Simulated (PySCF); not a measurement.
This PySCF input (PBE0/cc-pVDZ) gives -151.39161 Eh with 38 basis functions.

```python
import numpy as np, basis_set_exchange as bse
from pyscf import gto, scf, dft, df

basis = {'H': gto.basis.parse(bse.get_basis('cc-pVDZ', elements=['H'], fmt='nwchem')), 'O': gto.basis.parse(bse.get_basis('cc-pVDZ', elements=['O'], fmt='nwchem'))}
mol = gto.M(
    atom='''
    O     0.01545466    0.72381182   -0.07020381
    O    -0.01124373   -0.72607760   -0.04190313
    H     0.80569804    0.89668240    0.46138431
    H    -0.83938551   -0.87855617    0.43547118
    ''',
    basis=basis,
    charge=0,
    verbose=4,
    max_memory=8640,
)
mf = dft.RKS(mol, xc='pbe0')
mf.grids.level = 3
mf = mf.density_fit(auxbasis=df.autoaux(mol))
mf.conv_tol = 1e-9
mf.max_cycle = 100
print('smallest overlap eigenvalue', np.linalg.eigvalsh(mol.intor('int1e_ovlp'))[0])
mf.kernel()
dip = mf.dip_moment()
```

Change:
```diff
- basis = {'H': gto.basis.parse(bse.get_basis('cc-pVDZ', elements=['H'], fmt='nwchem')), 'O': gto.basis.parse(bse.get_basis('cc-pVDZ', elements=['O'], fmt='nwchem'))}
+ basis = {'H': gto.basis.parse(bse.get_basis('6-311+G**', elements=['H'], fmt='nwchem')), 'O': gto.basis.parse(bse.get_basis('6-311+G**', elements=['O'], fmt='nwchem'))}
```

### Question
What does the run give now?

### Answer
-151.43676 Eh (PBE0/6-311+G**, 56 functions), a change of -45.15 mEh.
